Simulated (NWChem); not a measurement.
System: silicon monoxide (SiO, singlet); SMILES O=[Si]

Output (shortened):

```
             Northwest Computational Chemistry Package (NWChem) 7.3.0
             --------------------------------------------------------

                             Geometry "geometry" -> ""
                             -------------------------

 Output coordinates in angstroms (scale by  1.889725989 to convert to a.u.)

  No.       Tag          Charge          X              Y              Z
 ---- ---------------- ---------- -------------- -------------- --------------
    1 Si                  14.0000     0.00000000     0.00000000     0.54865100
    2 O                    8.0000     0.00000000     0.00000000    -0.96008800

 Effective nuclear repulsion energy (a.u.)      39.2830382776

                                 NWChem DFT Module
                                 -----------------

 Summary of "ao basis" -> "ao basis" (spherical)
 ------------------------------------------------------------------------------
       Tag                 Description            Shells   Functions and Types
 ---------------- ------------------------------  ------  ---------------------
 Si                          6-31g*                  8       18   4s3p1d
 O                           6-31g*                  6       14   3s2p1d

 in cosmo_initialize ...
 calling solv_data for solv:hexane

 solvent parameters
 solvname_short: hexane
 solvname_long:  n-hexane
 dielec:        1.8819
 dielecinf:     1.8903
 nonaqueous SMD model solvent descriptors
 dielec:        1.8819
 sola:          0.0000
 solb:          0.0000
 solc:          0.0000
 solg:         25.7500
 solh:          0.0000
 soln:          1.3749

          ---------------
          -cosmo- solvent
          ---------------
 Cosmo: York-Karplus, doi: 10.1021/jp992097l
 dielectric constant -eps-     =   1.88
 screen = (eps-1)/(eps    )    =   0.46862
 surface charge correction     = lagrangian

   van der Waals surface
 --------------------------

 ---------- ATOMIC COORDINATES (A.U.) ------------ VDWR(ANG.) --
     1    0.00000000    0.00000000    1.03680005     2.470
     2    0.00000000    0.00000000   -1.81430324     2.294
 number of segments per atom =        128
 number of   points per atom =        128
 atom (   nspa,  nppa )
 ----------------------
    1 (     92,     0 )       0
    2 (     92,     0 )       0
 number of -cosmo- surface points =      184
 molecular surface =     96.313 angstrom**2
 molecular volume  =     83.717 angstrom**3
 -lineq- algorithm             =   0
 -bem- low  level              =   3
 -bem- from -octahedral-
 gaussian surface charge width =   4.50000
 degree of switching           =   1.00000
 switching function tolerance  =   0.00010
 atomic radii =
 --------------
    1 14.000  2.470
    2  8.000  2.294
 ...... end of -cosmo- initialization ......

 nat:                     2
 ixmem:                   309
 calling mnsol_interface()
 G(SMD-CDS) energy (kcal/mol)  =    -1.351
 SMD-CDS SASA (angstrom**2)    =    86.478

            General Information
            -------------------
          SCF calculation type: DFT
          Wavefunction type:  closed shell.
          No. of atoms     :     2
          No. of electrons :    22
           Alpha electrons :    11
            Beta electrons :    11
          Charge           :     0
          Spin multiplicity:     1
          Use of symmetry is: off; symmetry adaption is: off
          Maximum number of iterations: 150
          AO basis - number of functions:    32
                     number of shells:    14
          Convergence on energy requested:  1.00D-06
          Convergence on density requested:  1.00D-05
          Convergence on gradient requested:  5.00D-04

              XC Information
              --------------
                       M06-2X Method XC Functional
                     Hartree-Fock (Exact) Exchange  0.540
                        M06-2X Exchange Functional  1.000
                      M06-2X Correlation Potential  1.000

             Grid Information
             ----------------
          Grid used for XC integration:  medium
          Radial quadrature: Mura-Knowles
          Angular quadrature: Lebedev.
          Tag              B.-S. Rad. Rad. Pts. Rad. Cut. Ang. Pts.
          ---              ---------- --------- --------- ---------
          Si                  1.10       88           6.0       590
          O                   0.60       49           7.0       434
          Grid pruning is: on
          Number of quadrature shells:   137
          Spatial weights used:  Erf1

      Superposition of Atomic Density Guess
      -------------------------------------

 Sum of atomic energies:        -363.57165975

      Non-variational initial energy
      ------------------------------

[...]

                                COSMO-SMD solvation results
                                ---------------------------

             internal energy in gas <Psi(g)|H|Psi(g)> =      -364.646881519066
         internal energy in solvent <Psi(s)|H|Psi(s)> =      -364.646714860905
                               delta internal energy  =         0.000166658161 (    0.10 kcal/mol)
   total free energy in solvent <Psi(s)|H+V/2|Psi(s)> =      -364.649583534907
 polarization energy contribution <Psi(s)|V/2|Psi(s)> =        -0.002868674002 (   -1.80 kcal/mol)
    total free energy in solvent including G(SMD-CDS) =      -364.651736533234
                       G(SMD-CDS) energy contribution =        -0.002152998327 (   -1.35 kcal/mol)
     1 M fixed-concentration free energy of solvation =        -0.004855014168 (   -3.05 kcal/mol)

                       DFT Final Molecular Orbital Analysis
                       ------------------------------------

 Vector    9  Occ=2.000000D+00  E=-3.936354D-01
              MO Center= -3.7D-11,  4.5D-12, -6.9D-01, r^2= 1.1D+00
   Bfn.  Coefficient  Atom+Function         Bfn.  Coefficient  Atom+Function
  ----- ------------  ---------------      ----- ------------  ---------------
    21      0.551047  2 O  px                25      0.403959  2 O  px
     7      0.271019  1 Si px                11      0.114495  1 Si px
     3     -0.111561  1 Si px                17      0.076810  1 Si d  1
    31     -0.031182  2 O  d  1

 Vector   10  Occ=2.000000D+00  E=-3.936354D-01
              MO Center=  1.7D-11,  4.5D-10, -6.9D-01, r^2= 1.1D+00
   Bfn.  Coefficient  Atom+Function         Bfn.  Coefficient  Atom+Function
  ----- ------------  ---------------      ----- ------------  ---------------
    22      0.551047  2 O  py                26      0.403959  2 O  py
     8      0.271019  1 Si py                12      0.114495  1 Si py
     4     -0.111561  1 Si py                15     -0.076810  1 Si d -1
    29      0.031182  2 O  d -1

 Vector   11  Occ=2.000000D+00  E=-3.601921D-01
              MO Center= -5.7D-12, -3.7D-12,  3.9D-01, r^2= 2.2D+00
   Bfn.  Coefficient  Atom+Function         Bfn.  Coefficient  Atom+Function
  ----- ------------  ---------------      ----- ------------  ---------------
     9      0.436472  1 Si pz                10      0.408042  1 Si s
    23     -0.406908  2 O  pz                 6      0.334311  1 Si s
    27     -0.236878  2 O  pz                 5     -0.173008  1 Si pz
     2     -0.158688  1 Si s                 24      0.072839  2 O  s
    16     -0.071333  1 Si d  0              13      0.062954  1 Si pz

 Vector   12  Occ=0.000000D+00  E=-2.190161D-02
              MO Center=  3.9D-11,  2.4D-12,  4.7D-01, r^2= 2.9D+00
   Bfn.  Coefficient  Atom+Function         Bfn.  Coefficient  Atom+Function
  ----- ------------  ---------------      ----- ------------  ---------------
    11      0.612068  1 Si px                 7      0.496410  1 Si px
    25     -0.347174  2 O  px                21     -0.298829  2 O  px
     3     -0.181098  1 Si px                17     -0.078488  1 Si d  1

 Vector   13  Occ=0.000000D+00  E=-2.190161D-02
              MO Center= -5.9D-11,  2.3D-09,  4.7D-01, r^2= 2.9D+00
   Bfn.  Coefficient  Atom+Function         Bfn.  Coefficient  Atom+Function
  ----- ------------  ---------------      ----- ------------  ---------------
    12      0.612068  1 Si py                 8      0.496410  1 Si py
    26     -0.347174  2 O  py                22     -0.298829  2 O  py
     4     -0.181098  1 Si py                15      0.078488  1 Si d -1

 Vector   14  Occ=0.000000D+00  E= 8.429661D-02
              MO Center=  5.2D-11,  1.6D-11,  3.3D-01, r^2= 4.3D+00
   Bfn.  Coefficient  Atom+Function         Bfn.  Coefficient  Atom+Function
  ----- ------------  ---------------      ----- ------------  ---------------
    13      1.085510  1 Si pz                24      0.766924  2 O  s
    10     -0.623990  1 Si s                  9      0.192310  1 Si pz
    16      0.146951  1 Si d  0              27      0.135723  2 O  pz
    23      0.131947  2 O  pz                20      0.104805  2 O  s
     2      0.071627  1 Si s                  5     -0.071422  1 Si pz

     Multipole analysis of the density
     ---------------------------------

     L   x y z        total         alpha         beta         nuclear
     -   - - -        -----         -----         ----         -------
     0   0 0 0     -0.000000    -11.000000    -11.000000     22.000000

     1   1 0 0      0.000000      0.000000      0.000000      0.000000
     1   0 1 0     -0.000000     -0.000000     -0.000000      0.000000
     1   0 0 1      1.210559      0.604892      0.604892      0.000775

     2   2 0 0    -11.869507     -5.934753     -5.934753      0.000000
     2   1 1 0      0.000000      0.000000      0.000000      0.000000
     2   1 0 1     -0.000000     -0.000000     -0.000000      0.000000
     2   0 2 0    -11.869507     -5.934753     -5.934753      0.000000
     2   0 1 1      0.000000      0.000000      0.000000      0.000000
     2   0 0 2    -14.931950    -28.157440    -28.157440     41.382931
```

Level: M06-2X/6-31G* (spherical d), SMD on the gas-phase geometry. Low-valent species are run as closed-shell singlets; no triplet was tried in these runs. The geometry was optimised at PBE0-D3(BJ)/def2-TZVP. Solvent: n-hexane.

Problem. Write an input that gives this output.

Solution. This is not unique; one that fits is the input that was run:
```
start job
memory heap 200 mb stack 900 mb global 1100 mb
geometry units angstroms noautosym nocenter noautoz
  Si     0.000000     0.000000     0.548651
  O      0.000000     0.000000    -0.960088
end
basis spherical
  * library 6-31g*
end
dft
  xc m06-2x
  iterations 150
end
cosmo
  do_cosmo_smd true
  solvent hexane
end
task dft energy
```
